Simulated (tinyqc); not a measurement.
Born-Oppenheimer dynamics on the UHF/sto-3g surface (energies and gradients from PySCF), for NH, spin multiplicity 3, step by step. Computed by tinyqc, a small Python program that keeps every step (integrals from PySCF). Settings: charge = 0, multiplicity = 3, basis = sto-3g, time step (fs) = 1.0, steps = 16. Command: `OMP_NUM_THREADS=1 python tinyqc.py 24754 24755 out.jsonl` (the two numbers bound the seeds that draw the settings). One thread of a shared host (Intel(R) Xeon(R) Processor @ 2.60GHz), about 0.9 s of CPU time with the checks.

## Velocity Verlet step 1

positions (bohr):
```
         x       y       z
1N  0.0000  0.0000  0.0000
2H  0.0000  0.0000  1.9974
```

velocities (bohr per atomic time unit):
```
             x           y           z
1N   0.0000023   0.0000092   0.0000222
2H  -0.0000327  -0.0001278  -0.0003088
```

gradient (hartree/bohr):
```
           x         y          z
1N  0.000000  0.000000   0.023464
2H  0.000000  0.000000  -0.023464
```

masses (electron masses): 1N 25526.0424, 2H 1837.1526

gradient after step 1 (hartree/bohr):
```
            x          y          z
1N  -0.000018  -0.000070   0.024517
2H   0.000018   0.000070  -0.024517
```

dt = 1 fs = 41.3414 atomic units; x' = x + v dt - g dt^2 / (2m); after the new gradient g', v' = v - (g + g') dt / (2m).

positions after step 1 (bohr):
```
          x        y       z
1N   0.0001   0.0004  0.0001
2H  -0.0013  -0.0053  1.9956
```

velocities after step 1 (bohr per atomic time unit):
```
             x           y           z
1N   0.0000024   0.0000093  -0.0000166
2H  -0.0000329  -0.0001286   0.0002311
```

## Velocity Verlet step 2

gradient after step 2 (hartree/bohr):
```
            x          y          z
1N  -0.000019  -0.000073   0.012855
2H   0.000019   0.000073  -0.012855
```

As before.

positions after step 2 (bohr):
```
          x        y        z
1N   0.0002   0.0008  -0.0014
2H  -0.0027  -0.0106   2.0165
```

velocities after step 2 (bohr per atomic time unit):
```
             x           y           z
1N   0.0000024   0.0000094  -0.0000469
2H  -0.0000333  -0.0001302   0.0006516
```

## Energy conservation

The total energy should stay constant up to terms of order dt^2; the step counts as short enough if it moves by less than 2 % of the largest kinetic energy.

Trajectory:

| time (fs) | 1N-2H (angstrom) | potential (hartree) | kinetic (hartree) | total (hartree) |
|---|---|---|---|---|
| 0.0000 | 1.0570 | -54.263244 | 0.000111 | -54.263133 |
| 1.0000 | 1.0560 | -54.263197 | 0.000070 | -54.263127 |
| 2.0000 | 1.0679 | -54.263616 | 0.000436 | -54.263180 |
| 3.0000 | 1.0866 | -54.263766 | 0.000573 | -54.263193 |
| 4.0000 | 1.1031 | -54.263423 | 0.000270 | -54.263153 |
| 5.0000 | 1.1104 | -54.263142 | 0.000018 | -54.263125 |
| 6.0000 | 1.1054 | -54.263344 | 0.000199 | -54.263145 |
| 7.0000 | 1.0901 | -54.263729 | 0.000540 | -54.263188 |
| 8.0000 | 1.0711 | -54.263686 | 0.000498 | -54.263188 |
| 9.0000 | 1.0573 | -54.263258 | 0.000123 | -54.263135 |
| 10.0000 | 1.0557 | -54.263186 | 0.000061 | -54.263125 |
| 11.0000 | 1.0672 | -54.263599 | 0.000421 | -54.263178 |
| 12.0000 | 1.0858 | -54.263772 | 0.000577 | -54.263194 |
| 13.0000 | 1.1026 | -54.263440 | 0.000285 | -54.263155 |
| 14.0000 | 1.1103 | -54.263145 | 0.000020 | -54.263125 |
| 15.0000 | 1.1058 | -54.263329 | 0.000185 | -54.263144 |
| 16.0000 | 1.0908 | -54.263719 | 0.000532 | -54.263187 |

The total energy moves within 7.0e-05 hartree; that is over 2 % of the largest kinetic energy, so the time step is too long.
